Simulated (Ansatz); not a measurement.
Input file:

```yaml
crystal:
  periodic: [false, false, false]
  atoms:
    - {symbol: B, position_ang: [0.000000, 0.000000, 0.000000]}
    - {symbol: H, position_ang: [0.602878, 0.620513, 1.349120]}
    - {symbol: H, position_ang: [-0.619869, -0.600848, 1.350321]}
    - {symbol: H, position_ang: [-0.602161, 0.601509, -1.358018]}
    - {symbol: H, position_ang: [0.619152, -0.621174, -1.341423]}
basis:
  gaussian: {orbitals: cc-pVDZ}
total_charge: 1
magnetization: {spin_polarized: false, initial_magnetization: 2}
correlation: {method: sc_nevpt2, electrons: outside_noble_gas, active_space: {window: {electrons: 4, orbitals: 4}}}
```

```sh
$ ansatz run in.yaml --threads 1 --pin off --events-out ev --progress --plain --max-ram 2393MiB
```

Log:

```
313 factors; integrals over basis functions are off by at most 6.5e-4 eV
mean field evaluation 1: about -717.5132 eV, gradient 8.7e0 eV
mean field evaluation 2: about -717.5138 eV, gradient 8.7e0 eV
mean field evaluation 4: about -718.0526 eV, gradient 5.8e-1 eV
mean field evaluation 8: about -718.0553 eV, gradient 1.3e-4 eV
mean field -718.05526304 eV, -26.3880442012 hartree, gradient 6.1e-7 eV, S^2 2.000000; 0 other end points of the search recorded, 0 dependent functions left out
reference -718.05526304 eV, -26.3880442012 hartree; 5, 3 occupied and 29, 31 virtual orbitals, 313 factors
state -718.59203926 eV, -26.4077703638 hartree
state -718.59203926 eV, -26.4077703638 hartree; corrected -720.75969838 eV, -26.4874303671 hartree
Total energy: -720.75969838 eV, -26.4874303671 hartree
```

Natural occupations: 1.9622 1.0000 1.0000 0.0378.

For the same geometry and basis full CI lies 855.0 meV lower.

Ran on 1 thread of Arm Neoverse V2, shared host: 0.21 s wall, 0.07 GiB peak host memory.
